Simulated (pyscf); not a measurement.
HO–SiH₂–OH + H₂O -> HO–SiH₂–OH + H₂O (four-centre exchange; singlet surface; H–O, H–O broken, H–O, H–O formed). Optimised with ωB97X-D3(BJ)/def2-SVP in PySCF. MP2 and CC: frozen core, UHF for open shells. ΔMP2 is the change of the MP2 total energy from the triple- to the quadruple-zeta basis. Energies in kJ/mol from the separated reactants.

```json
[
 {"level": "PBE/def2-TZVP", "barrier": "127.3", "reaction energy": "0.0"},
 {"level": "B3LYP-D3(BJ)/def2-TZVP", "barrier": "[?]", "reaction energy": "0.0"},
 {"level": "M06-2X/def2-TZVP", "barrier": "153.8", "reaction energy": "0.0"},
 {"level": "ωB97M-D3(BJ)/def2-TZVP", "barrier": "156.3", "reaction energy": "0.0"},
 {"level": "CCSD/def2-TZVPP", "barrier": "180.2", "reaction energy": "0.0"},
 {"level": "CCSD(T)/def2-TZVPP", "barrier": "167.4", "reaction energy": "0.0"},
 {"level": "CCSD(T)/def2-TZVPP + ΔMP2(QZVPP)", "barrier": "[?]", "reaction energy": "0.0"}
]
```

Question: Some entries are withheld; supply them.

Answer: 
- B3LYP-D3(BJ)/def2-TZVP, barrier: 151.3
- CCSD(T)/def2-TZVPP + ΔMP2(QZVPP), barrier: 168.9

Of the functionals in the table, ωB97M-D3(BJ) is closest to CCSD(T)/def2-TZVPP + ΔMP2(QZVPP) in the barrier (12.6 kJ/mol apart) and PBE least close (41.5 kJ/mol); that level has limits of its own. On the reactant side the descent ends in a complex (not fully relaxed), 26.3 kJ/mol under the separated species and 186.8 kJ/mol under the saddle at ωB97X-D3(BJ)/def2-TZVP. On the product side the descent ends in a complex (not fully relaxed), 28.7 kJ/mol under the separated species and 189.2 kJ/mol under the saddle at ωB97X-D3(BJ)/def2-TZVP. The same reactants have a lower exit, to HO–SiH(OH)–OH + H₂ (barrier +119.1 kJ/mol at ωB97M-D3(BJ)/def2-TZVP, against +156.3 kJ/mol here). This is the saddle that the search found; another between the same sides may lie lower. The CCSD(T) − MP2 part came from Ansatz, without density fitting, on the same reference.
